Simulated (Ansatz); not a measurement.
H3O2P, SMILES `OPO`. Total charge 0; spin multiplicity 1.

```xyz
6

O     0.299   -0.267    1.192
P    -0.779   -0.125   -0.045
O     0.149   -0.181   -1.386
H     0.318   -1.170    1.521
H    -0.863    1.292    0.107
H     0.876    0.451   -1.389
```

Q: Give the diagnostics of a CCSD(T)/def2-TZVPP run (frozen core, the Gaussian-basis code of Ansatz). (Best estimate.)

A: Ansatz gave: T1 = 0.0132, largest single amplitude 0.018, largest double 0.025, (T) share of the correlation energy 3.6 %, 9 CCSD cycles. The RHF solution is stable towards an unrestricted one. T1 lies under the customary mark of 0.02 for closed shells.
